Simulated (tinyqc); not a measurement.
Worked calculation: CID on RHF in the sto-3g basis, frozen core, for LiH, spin multiplicity 1. One step of it, computed by the program tinyqc.

Task: Orthogonalisation. S = U s U^T; symmetric (Loewdin) form X = U s^(-1/2) U^T, so that X^T S X = 1.

overlap S, order 1Li 1s, 1Li 2s, 1Li 2px, 1Li 2py, 1Li 2pz, 2H 1s:
```
[[1.000000, 0.241137, 0.000000, 0.000000, 0.000000, 0.070009],
 [0.241137, 1.000000, 0.000000, 0.000000, 0.000000, 0.401270],
 [0.000000, 0.000000, 1.000000, 0.000000, 0.000000, 0.000000],
 [0.000000, 0.000000, 0.000000, 1.000000, 0.000000, 0.000000],
 [0.000000, 0.000000, 0.000000, 0.000000, 1.000000, 0.517334],
 [0.070009, 0.401270, 0.000000, 0.000000, 0.517334, 1.000000]]
```

Give: eigenvalues of S; X.

Result:

eigenvalues of S: [0.3401, 0.7987, 1.0000, 1.0000, 1.1693, 1.6919]

X, order 1Li 1s, 1Li 2s, 1Li 2px, 1Li 2py, 1Li 2pz, 2H 1s:
```
[[1.0230, -0.1284, 0.0000, 0.0000, -0.0041, 0.0052],
 [-0.1284, 1.1145, 0.0000, 0.0000, 0.1171, -0.2853],
 [0.0000, 0.0000, 1.0000, 0.0000, 0.0000, 0.0000],
 [0.0000, 0.0000, 0.0000, 1.0000, 0.0000, 0.0000],
 [-0.0041, 0.1171, 0.0000, 0.0000, 1.1497, -0.3654],
 [0.0052, -0.2853, 0.0000, 0.0000, -0.3654, 1.2400]]
```
